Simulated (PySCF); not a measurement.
# NH₃: NMR shieldings

Wanted: NMR shieldings for NH₃ (`N`).

Computed with PySCF 2.14.0 and routines of our own; the level stands in each step. Atoms count from 0.

### Step 1. The starting structure

4 atoms, charge 0, multiplicity 1; geometry from: GFN2-xTB.

### Step 2. NMR shieldings: PBE/x2c-SVPall-2c, spin–orbit

The job: settings as JSON, then the geometry in Å.

```
{"job": {"xc": "PBE", "basis": "x2c-SVPall-2c", "rel": "so", "kind": "hnmr"}, "charge": 0, "multiplicity": 1}
N      0.005567     0.002694     0.269341
H      0.924501    -0.196064    -0.106804
H     -0.630350    -0.700539    -0.086466
H     -0.289484     0.898682    -0.098925
```

Method: PBE/x2c-SVPall-2c GIAO NMR shielding, X2C with spin-orbit coupling, screened-nuclear two-electron part, Gaussian nuclei, gas phase.

Launch:

```console
$ OMP_NUM_THREADS=1 python heavy_run.py task.json out
```

The driver reads the jobs from task.json and runs them one after another.

Standard output:

```text
spin-free SCF
coarse grid: 2928 points
cycle   1  E = -56.4117442384  dE = -4.411e-02  |g| = 4.704e-01  |ddm| = 1.636e+00
cycle   2  E = -56.3236388607  dE =  8.811e-02  |g| = 7.753e-01  |ddm| = 1.026e+00
cycle   3  E = -56.4607488223  dE = -1.371e-01  |g| = 2.416e-02  |ddm| = 7.030e-01
cycle   4  E = -56.4608800507  dE = -1.312e-04  |g| = 3.606e-03  |ddm| = 2.992e-02
cycle   5  E = -56.4608826539  dE = -2.603e-06  |g| = 4.237e-04  |ddm| = 3.176e-03
final grid: 27112 points
cycle   6  E = -56.4633294145  dE =  4.252e-07  |g| = 8.991e-03  |ddm| = 1.243e-02
cycle   7  E = -56.4632975570  dE =  3.186e-05  |g| = 1.516e-02  |ddm| = 1.811e-02
cycle   8  E = -56.4633467524  dE = -4.920e-05  |g| = 8.173e-05  |ddm| = 1.143e-02
cycle   9  E = -56.4633467537  dE = -1.358e-09  |g| = 1.022e-05  |ddm| = 8.902e-05
converged SCF energy = -56.4633467537
two-component SCF
cycle   1  E = -56.4633465795  dE = -5.646e+01  |FDS-SDF| = 1.023e-03
cycle   2  E = -56.4633470965  dE = -5.170e-07  |FDS-SDF| = 5.502e-06
cycle   3  E = -56.4633470965  dE = -4.420e-12  |FDS-SDF| = 3.262e-06
converged, E = -56.4633470965

Field gradients (au) and densities at the nuclei (bohr^-3)
atom        Vxx        Vyy        Vzz        centre      nuclear mean
  0 N      0.4973     0.4977    -0.9949        186.523        186.523
  1 H     -0.1744    -0.2356     0.4100          0.370          0.370
  2 H     -0.1743    -0.2355     0.4099          0.370          0.370
  3 H     -0.1744    -0.2356     0.4099          0.370          0.370

Core orbital energies (eV)
atom   shell        mean    spread

Shielding tensors (ppm)
atom      isotropic    diamagn.    paramagn.     s11        s22        s33       span
  0 N       270.41      305.44      -35.03     235.72     287.74     287.76      52.05
  1 H        32.14       30.67        1.47      26.55      27.65      42.23      15.68
  2 H        32.14       30.67        1.47      26.55      27.64      42.22      15.67
  3 H        32.14       30.67        1.47      26.55      27.64      42.22      15.68
```

It took 1.3 s on 1 thread of Arm Neoverse N1, shared host; peak memory 0.26 GiB.

From this job:

```csv
quantity,value
energy from spin-orbit coupling,0.0000 Eh
```

### Step 3. NMR shieldings: PBE/x2c-SVPall-2c, spin-free

The job: settings as JSON, then the geometry in Å.

```
{"job": {"xc": "PBE", "basis": "x2c-SVPall-2c", "rel": "sf", "kind": "hnmr"}, "charge": 0, "multiplicity": 1}
N      0.005567     0.002694     0.269341
H      0.924501    -0.196064    -0.106804
H     -0.630350    -0.700539    -0.086466
H     -0.289484     0.898682    -0.098925
```

Method: PBE/x2c-SVPall-2c GIAO NMR shielding, spin-free X2C, Gaussian nuclei, gas phase.

Standard output:

```text
spin-free SCF
coarse grid: 2928 points
cycle   1  E = -56.4117442384  dE = -4.411e-02  |g| = 4.704e-01  |ddm| = 1.636e+00
cycle   2  E = -56.3236388607  dE =  8.811e-02  |g| = 7.753e-01  |ddm| = 1.026e+00
cycle   3  E = -56.4607488223  dE = -1.371e-01  |g| = 2.416e-02  |ddm| = 7.030e-01
cycle   4  E = -56.4608800507  dE = -1.312e-04  |g| = 3.606e-03  |ddm| = 2.992e-02
cycle   5  E = -56.4608826539  dE = -2.603e-06  |g| = 4.237e-04  |ddm| = 3.176e-03
final grid: 27112 points
cycle   6  E = -56.4633294145  dE =  4.252e-07  |g| = 8.991e-03  |ddm| = 1.243e-02
cycle   7  E = -56.4632975570  dE =  3.186e-05  |g| = 1.516e-02  |ddm| = 1.811e-02
cycle   8  E = -56.4633467524  dE = -4.920e-05  |g| = 8.173e-05  |ddm| = 1.143e-02
cycle   9  E = -56.4633467537  dE = -1.358e-09  |g| = 1.022e-05  |ddm| = 8.902e-05
converged SCF energy = -56.4633467537
check of the scalar solution
cycle   1  E = -56.4633467537  dE = -5.646e+01  |FDS-SDF| = 1.022e-05
cycle   2  E = -56.4633467537  dE = -1.801e-11  |FDS-SDF| = 5.506e-06
converged, E = -56.4633467537

Field gradients (au) and densities at the nuclei (bohr^-3)
atom        Vxx        Vyy        Vzz        centre      nuclear mean
  0 N      0.4973     0.4977    -0.9949        186.523        186.523
  1 H     -0.1744    -0.2356     0.4100          0.370          0.370
  2 H     -0.1743    -0.2355     0.4099          0.370          0.370
  3 H     -0.1744    -0.2356     0.4099          0.370          0.370

Core orbital energies (eV)
atom   shell        mean    spread

Shielding tensors (ppm)
atom      isotropic    diamagn.    paramagn.     s11        s22        s33       span
  0 N       270.52      306.21      -35.69     235.77     287.88     287.90      52.12
  1 H        32.12       30.67        1.45      26.52      27.60      42.23      15.71
  2 H        32.11       30.67        1.44      26.52      27.60      42.22      15.70
  3 H        32.11       30.67        1.45      26.52      27.60      42.22      15.71
```

Run time: 0.79 s. Hardware: 1 thread of Arm Neoverse N1, shared host; peak memory 0.26 GiB.

### Step 4. NMR shieldings: PBE/x2c-SVPall-2c in water, spin–orbit

The job: settings as JSON, then the geometry in Å.

```
{"job": {"xc": "PBE", "basis": "x2c-SVPall-2c", "rel": "so", "solvent": "water", "kind": "hnmr"}, "charge": 0, "multiplicity": 1}
N      0.005567     0.002694     0.269341
H      0.924501    -0.196064    -0.106804
H     -0.630350    -0.700539    -0.086466
H     -0.289484     0.898682    -0.098925
```

Level: PBE/x2c-SVPall-2c GIAO NMR shielding, X2C with spin-orbit coupling, screened-nuclear two-electron part, Gaussian nuclei, IEF-PCM water.

Standard output:

```text
spin-free SCF
coarse grid: 2928 points
cycle   1  E = -56.4229357904  dE = -5.515e-02  |g| = 4.543e-01  |ddm| = 1.637e+00
cycle   2  E = -56.3505151776  dE =  7.242e-02  |g| = 7.243e-01  |ddm| = 8.895e-01
cycle   3  E = -56.4677542953  dE = -1.172e-01  |g| = 1.856e-02  |ddm| = 5.777e-01
cycle   4  E = -56.4678307663  dE = -7.647e-05  |g| = 2.523e-03  |ddm| = 2.121e-02
cycle   5  E = -56.4678320819  dE = -1.316e-06  |g| = 3.165e-04  |ddm| = 2.462e-03
final grid: 27112 points
cycle   6  E = -56.4702151581  dE = -6.740e-08  |g| = 9.031e-03  |ddm| = 1.247e-02
cycle   7  E = -56.4701861481  dE =  2.901e-05  |g| = 1.479e-02  |ddm| = 1.699e-02
cycle   8  E = -56.4702324475  dE = -4.630e-05  |g| = 7.727e-05  |ddm| = 1.064e-02
cycle   9  E = -56.4702324487  dE = -1.209e-09  |g| = 9.231e-06  |ddm| = 8.090e-05
converged SCF energy = -56.4702324487
two-component SCF
cycle   1  E = -56.4702322741  dE = -5.647e+01  |FDS-SDF| = 1.023e-03
cycle   2  E = -56.4702327841  dE = -5.101e-07  |FDS-SDF| = 4.578e-06
cycle   3  E = -56.4702327841  dE = -2.629e-12  |FDS-SDF| = 2.920e-06
converged, E = -56.4702327841

Field gradients (au) and densities at the nuclei (bohr^-3)
atom        Vxx        Vyy        Vzz        centre      nuclear mean
  0 N      0.4753     0.4756    -0.9509        186.432        186.432
  1 H     -0.1732    -0.2330     0.4062          0.365          0.365
  2 H     -0.1731    -0.2329     0.4061          0.365          0.365
  3 H     -0.1732    -0.2330     0.4062          0.365          0.365

Core orbital energies (eV)
atom   shell        mean    spread

Shielding tensors (ppm)
atom      isotropic    diamagn.    paramagn.     s11        s22        s33       span
  0 N       273.41      307.06      -33.65     238.25     290.99     291.00      52.76
  1 H        31.80       30.57        1.23      26.11      27.03      42.26      16.15
  2 H        31.80       30.57        1.23      26.11      27.03      42.25      16.14
  3 H        31.80       30.57        1.23      26.11      27.03      42.25      16.14
```

It took 1.2 s on 1 thread of Arm Neoverse N1, shared host; peak memory 0.26 GiB.

From this job:

```csv
quantity,value
energy from spin-orbit coupling,0.0000 Eh
```

### Step 5. NMR shieldings: PBE/x2c-SVPall-2c in water, spin-free

The job: settings as JSON, then the geometry in Å.

```
{"job": {"xc": "PBE", "basis": "x2c-SVPall-2c", "rel": "sf", "solvent": "water", "kind": "hnmr"}, "charge": 0, "multiplicity": 1}
N      0.005567     0.002694     0.269341
H      0.924501    -0.196064    -0.106804
H     -0.630350    -0.700539    -0.086466
H     -0.289484     0.898682    -0.098925
```

Level: PBE/x2c-SVPall-2c GIAO NMR shielding, spin-free X2C, Gaussian nuclei, IEF-PCM water.

Standard output:

```text
spin-free SCF
coarse grid: 2928 points
cycle   1  E = -56.4229357904  dE = -5.515e-02  |g| = 4.543e-01  |ddm| = 1.637e+00
cycle   2  E = -56.3505151776  dE =  7.242e-02  |g| = 7.243e-01  |ddm| = 8.895e-01
cycle   3  E = -56.4677542953  dE = -1.172e-01  |g| = 1.856e-02  |ddm| = 5.777e-01
cycle   4  E = -56.4678307663  dE = -7.647e-05  |g| = 2.523e-03  |ddm| = 2.121e-02
cycle   5  E = -56.4678320819  dE = -1.316e-06  |g| = 3.165e-04  |ddm| = 2.462e-03
final grid: 27112 points
cycle   6  E = -56.4702151581  dE = -6.740e-08  |g| = 9.031e-03  |ddm| = 1.247e-02
cycle   7  E = -56.4701861481  dE =  2.901e-05  |g| = 1.479e-02  |ddm| = 1.699e-02
cycle   8  E = -56.4702324475  dE = -4.630e-05  |g| = 7.727e-05  |ddm| = 1.064e-02
cycle   9  E = -56.4702324487  dE = -1.209e-09  |g| = 9.231e-06  |ddm| = 8.090e-05
converged SCF energy = -56.4702324487
check of the scalar solution
cycle   1  E = -56.4702324487  dE = -5.647e+01  |FDS-SDF| = 9.231e-06
cycle   2  E = -56.4702324487  dE = -1.501e-11  |FDS-SDF| = 4.624e-06
converged, E = -56.4702324487

Field gradients (au) and densities at the nuclei (bohr^-3)
atom        Vxx        Vyy        Vzz        centre      nuclear mean
  0 N      0.4753     0.4756    -0.9509        186.432        186.432
  1 H     -0.1732    -0.2330     0.4062          0.365          0.365
  2 H     -0.1731    -0.2329     0.4061          0.365          0.365
  3 H     -0.1732    -0.2330     0.4062          0.365          0.365

Core orbital energies (eV)
atom   shell        mean    spread

Shielding tensors (ppm)
atom      isotropic    diamagn.    paramagn.     s11        s22        s33       span
  0 N       273.54      307.83      -34.30     238.32     291.14     291.15      52.84
  1 H        31.78       30.57        1.20      26.08      26.99      42.26      16.18
  2 H        31.77       30.57        1.20      26.08      26.99      42.25      16.17
  3 H        31.77       30.57        1.20      26.08      26.99      42.26      16.18
```

Run time: 0.86 s. Hardware: 1 thread of Arm Neoverse N1, shared host; peak memory 0.26 GiB.

### Step 6. NMR shieldings: PBE/x2c-SVPall-2c in dichloromethane, spin–orbit

The job: settings as JSON, then the geometry in Å.

```
{"job": {"xc": "PBE", "basis": "x2c-SVPall-2c", "rel": "so", "solvent": "dichloromethane", "kind": "hnmr"}, "charge": 0, "multiplicity": 1}
N      0.005567     0.002694     0.269341
H      0.924501    -0.196064    -0.106804
H     -0.630350    -0.700539    -0.086466
H     -0.289484     0.898682    -0.098925
```

Level: PBE/x2c-SVPall-2c GIAO NMR shielding, X2C with spin-orbit coupling, screened-nuclear two-electron part, Gaussian nuclei, IEF-PCM dichloromethane.

Standard output:

```text
spin-free SCF
coarse grid: 2928 points
cycle   1  E = -56.4213431500  dE = -5.357e-02  |g| = 4.563e-01  |ddm| = 1.637e+00
cycle   2  E = -56.3471626081  dE =  7.418e-02  |g| = 7.305e-01  |ddm| = 9.039e-01
cycle   3  E = -56.4666720691  dE = -1.195e-01  |g| = 1.923e-02  |ddm| = 5.907e-01
cycle   4  E = -56.4667544578  dE = -8.239e-05  |g| = 2.634e-03  |ddm| = 2.237e-02
cycle   5  E = -56.4667558789  dE = -1.421e-06  |g| = 3.350e-04  |ddm| = 2.513e-03
final grid: 27112 points
cycle   6  E = -56.4691488546  dE = -1.030e-08  |g| = 9.019e-03  |ddm| = 1.247e-02
cycle   7  E = -56.4691195274  dE =  2.933e-05  |g| = 1.482e-02  |ddm| = 1.712e-02
cycle   8  E = -56.4691661262  dE = -4.660e-05  |g| = 7.697e-05  |ddm| = 1.073e-02
cycle   9  E = -56.4691661274  dE = -1.197e-09  |g| = 9.396e-06  |ddm| = 8.092e-05
converged SCF energy = -56.4691661274
two-component SCF
cycle   1  E = -56.4691659528  dE = -5.647e+01  |FDS-SDF| = 1.023e-03
cycle   2  E = -56.4691664639  dE = -5.111e-07  |FDS-SDF| = 4.777e-06
cycle   3  E = -56.4691664639  dE = -2.402e-12  |FDS-SDF| = 3.312e-06
converged, E = -56.4691664639

Field gradients (au) and densities at the nuclei (bohr^-3)
atom        Vxx        Vyy        Vzz        centre      nuclear mean
  0 N      0.4789     0.4792    -0.9581        186.446        186.445
  1 H     -0.1734    -0.2334     0.4068          0.366          0.366
  2 H     -0.1733    -0.2333     0.4067          0.366          0.366
  3 H     -0.1734    -0.2334     0.4067          0.366          0.366

Core orbital energies (eV)
atom   shell        mean    spread

Shielding tensors (ppm)
atom      isotropic    diamagn.    paramagn.     s11        s22        s33       span
  0 N       272.99      306.82      -33.83     237.88     290.53     290.55      52.67
  1 H        31.85       30.59        1.27      26.18      27.13      42.25      16.08
  2 H        31.85       30.59        1.26      26.18      27.12      42.25      16.07
  3 H        31.85       30.59        1.27      26.18      27.12      42.25      16.07
```

It took 1.2 s on 1 thread of Arm Neoverse N1, shared host; peak memory 0.26 GiB.

From this job:

```csv
quantity,value
energy from spin-orbit coupling,0.0000 Eh
```

### Step 7. NMR shieldings: PBE/x2c-SVPall-2c in dichloromethane, spin-free

The job: settings as JSON, then the geometry in Å.

```
{"job": {"xc": "PBE", "basis": "x2c-SVPall-2c", "rel": "sf", "solvent": "dichloromethane", "kind": "hnmr"}, "charge": 0, "multiplicity": 1}
N      0.005567     0.002694     0.269341
H      0.924501    -0.196064    -0.106804
H     -0.630350    -0.700539    -0.086466
H     -0.289484     0.898682    -0.098925
```

Method: PBE/x2c-SVPall-2c GIAO NMR shielding, spin-free X2C, Gaussian nuclei, IEF-PCM dichloromethane.

Standard output:

```text
spin-free SCF
coarse grid: 2928 points
cycle   1  E = -56.4213431500  dE = -5.357e-02  |g| = 4.563e-01  |ddm| = 1.637e+00
cycle   2  E = -56.3471626081  dE =  7.418e-02  |g| = 7.305e-01  |ddm| = 9.039e-01
cycle   3  E = -56.4666720691  dE = -1.195e-01  |g| = 1.923e-02  |ddm| = 5.907e-01
cycle   4  E = -56.4667544578  dE = -8.239e-05  |g| = 2.634e-03  |ddm| = 2.237e-02
cycle   5  E = -56.4667558789  dE = -1.421e-06  |g| = 3.350e-04  |ddm| = 2.513e-03
final grid: 27112 points
cycle   6  E = -56.4691488546  dE = -1.030e-08  |g| = 9.019e-03  |ddm| = 1.247e-02
cycle   7  E = -56.4691195274  dE =  2.933e-05  |g| = 1.482e-02  |ddm| = 1.712e-02
cycle   8  E = -56.4691661262  dE = -4.660e-05  |g| = 7.697e-05  |ddm| = 1.073e-02
cycle   9  E = -56.4691661274  dE = -1.197e-09  |g| = 9.396e-06  |ddm| = 8.092e-05
converged SCF energy = -56.4691661274
check of the scalar solution
cycle   1  E = -56.4691661274  dE = -5.647e+01  |FDS-SDF| = 9.396e-06
cycle   2  E = -56.4691661274  dE = -1.531e-11  |FDS-SDF| = 4.828e-06
converged, E = -56.4691661274

Field gradients (au) and densities at the nuclei (bohr^-3)
atom        Vxx        Vyy        Vzz        centre      nuclear mean
  0 N      0.4789     0.4792    -0.9581        186.446        186.445
  1 H     -0.1734    -0.2334     0.4068          0.366          0.366
  2 H     -0.1733    -0.2333     0.4067          0.366          0.366
  3 H     -0.1734    -0.2334     0.4067          0.366          0.366

Core orbital energies (eV)
atom   shell        mean    spread

Shielding tensors (ppm)
atom      isotropic    diamagn.    paramagn.     s11        s22        s33       span
  0 N       273.11      307.59      -34.48     237.95     290.68     290.69      52.75
  1 H        31.83       30.59        1.24      26.15      27.08      42.26      16.11
  2 H        31.83       30.59        1.24      26.15      27.08      42.25      16.10
  3 H        31.83       30.59        1.24      26.15      27.08      42.25      16.10
```

Run time: 0.86 s. Hardware: 1 thread of Arm Neoverse N1, shared host; peak memory 0.26 GiB.

### Step 8. Shieldings side by side

```csv
run,N0,H1,H2,H3,time
"step 2, PBE/x2c-SVPall-2c, spin–orbit",270.4,32.1,32.1,32.1,1.3 s
"step 3, PBE/x2c-SVPall-2c, spin-free",270.5,32.1,32.1,32.1,0.79 s
"step 4, PBE/x2c-SVPall-2c in water, spin–orbit",273.4,31.8,31.8,31.8,1.2 s
"step 5, PBE/x2c-SVPall-2c in water, spin-free",273.5,31.8,31.8,31.8,0.86 s
"step 6, PBE/x2c-SVPall-2c in dichloromethane, spin–orbit",273.0,31.9,31.9,31.9,1.2 s
"step 7, PBE/x2c-SVPall-2c in dichloromethane, spin-free",273.1,31.8,31.8,31.8,0.86 s
```

### Step 9. Results

| quantity | value |
| --- | --- |
| energy from spin-orbit coupling (step 2, PBE/x2c-SVPall-2c, spin–orbit) | 0.0000 Eh |
| shieldings (step 2, PBE/x2c-SVPall-2c, spin–orbit) | N0 270.4, H1 32.1, H2 32.1, H3 32.1 ppm |
| shieldings (step 3, PBE/x2c-SVPall-2c, spin-free) | N0 270.5, H1 32.1, H2 32.1, H3 32.1 ppm |
| energy from spin-orbit coupling (step 4, PBE/x2c-SVPall-2c in water, spin–orbit) | 0.0000 Eh |
| shieldings (step 4, PBE/x2c-SVPall-2c in water, spin–orbit) | N0 273.4, H1 31.8, H2 31.8, H3 31.8 ppm |
| shieldings (step 5, PBE/x2c-SVPall-2c in water, spin-free) | N0 273.5, H1 31.8, H2 31.8, H3 31.8 ppm |
| energy from spin-orbit coupling (step 6, PBE/x2c-SVPall-2c in dichloromethane, spin–orbit) | 0.0000 Eh |
| shieldings (step 6, PBE/x2c-SVPall-2c in dichloromethane, spin–orbit) | N0 273.0, H1 31.9, H2 31.9, H3 31.9 ppm |
| shieldings (step 7, PBE/x2c-SVPall-2c in dichloromethane, spin-free) | N0 273.1, H1 31.8, H2 31.8, H3 31.8 ppm |

In step 2, N0 has the widest tensor, 52 ppm. N0 moves most between the runs, by 3 ppm; the labels say what changes from run to run.
